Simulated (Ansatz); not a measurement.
Input for Ansatz (development build ahead of 0.2.0):

```yaml
crystal:
  periodic: [false, false, false]
  atoms:
    - { symbol: B, position_ang: [0.9, 0.0, 0.0] }
    - { symbol: B, position_ang: [-0.45, 0.77942, 0.0] }
    - { symbol: B, position_ang: [-0.45, -0.77942, 0.0] }
basis:
  gaussian: { orbitals: def2-SVP }
magnetization:
  initial_magnetization: 1
hamiltonian:
  xc: pbe0
output:
  forces: true
```

The input is written out in the form of the current development build from the run's settings.

Output:

```yaml
Converged: yes
Total_energy: -74.10285 hartree
Spin_squared_of_the_determinant: 0.750
Stability_test: minimum among restricted orbitals
```

Forces (eV/Å):
| atom | Fx | Fy | Fz |
| --- | --- | --- | --- |
| B1 | 0.045 | 0.000 | 0.000 |
| B2 | -0.022 | 0.039 | 0.000 |
| B3 | -0.022 | -0.039 | 0.000 |
